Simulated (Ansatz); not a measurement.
Which YAML input does this script hand to the engine? (Ansatz's Python interface)

Script `cas.py`:
```python
# -*- coding: utf-8 -*-
"""Active-space calculation on ClH2NSi."""

import warnings

import ansatz as az

warnings.simplefilter("ignore", az.DeckWarning)

geometry_ang = [
    ("N", (0.0248, 0.8338, -0.1203)),
    ("Si", (0.4143, -0.2076, 1.1048)),
    ("Cl", (0.0262, -2.079, 0.3588)),
    ("H", (-0.9226, 0.7276, -0.3919)),
    ("H", (0.5071, 0.6516, -0.9928)),
]
system = az.Crystal.molecule()
for symbol, xyz in geometry_ang:
    system = system.atom(symbol, xyz)

job = (
    system.calculation()
    .basis(gaussian="cc-pVDZ")
    .correlation(active_electrons=4, active_orbitals=4)
)
for method in ["sc_nevpt2"]:
    summary = (job if method is None else job.correlation(method)).run().report
    space = summary["configurations"]
    state = space["states"][0]
    print(method or "casscf", f"total {summary['free_energy_ev'] / 27.211386246:.6f} Ha, active-space state {state['energy']['hartree']:.6f} Ha, mean field {summary['reference_energy_ev'] / 27.211386246:.6f} Ha")
    print("  determinants", state["n_determinants"], " natural occupations", [round(n, 3) for n in space["natural_occupations"]])
print("effectively unpaired electrons, sum of min(n, 2 - n):", round(sum(min(n, 2 - n) for n in space["natural_occupations"]), 3))
```

```console
$ python cas.py
RunWarning: the results are in doubt because another end's mean lies 0.238 eV lower, and its corrected mean 0.227 eV higher
sc_nevpt2 total -804.454568 Ha, active-space state -804.099290 Ha, mean field -804.069284 Ha
  determinants 36  natural occupations [1.999, 1.899, 0.081, 0.02]
effectively unpaired electrons, sum of min(n, 2 - n): 0.204
```
(Warnings from the package without file and line.)

`input.yaml`:
```yaml
crystal:
  periodic: [false, false, false]
  atoms:
    - { symbol: "N", position_ang: [0.0248, 0.8338, -0.1203] }
    - { symbol: Si, position_ang: [0.4143, -0.2076, 1.1048] }
    - { symbol: Cl, position_ang: [0.0262, -2.079, 0.3588] }
    - { symbol: H, position_ang: [-0.9226, 0.7276, -0.3919] }
    - { symbol: H, position_ang: [0.5071, 0.6516, -0.9928] }
basis:
  gaussian:
    orbitals: cc-pVDZ
correlation:
  method: sc_nevpt2
  active_space:
    window:
      electrons: 4
      orbitals: 4
```

What to keep in mind:
- Total energies depend on the basis set; only differences at equal settings carry meaning.
- The geometry is a force-field or estimated start, not a minimum of this method, and the basis set is short of its limit. The active space starts as a window about the frontier orbitals and is then optimised, not chosen by chemistry.
- A lower CASSCF solution was found and passed over, so the printed active-space state isn't the lowest.
- The script silences the warnings on its input, which a real study should read.
- Wall time of the script: 4.6 s on 1 thread of Intel(R) Xeon(R) 6975P-C (Granite Rapids), with other jobs on the host, peak memory 0.19 GiB.

(Lines on the test bed's own set-up are left out of the output.)
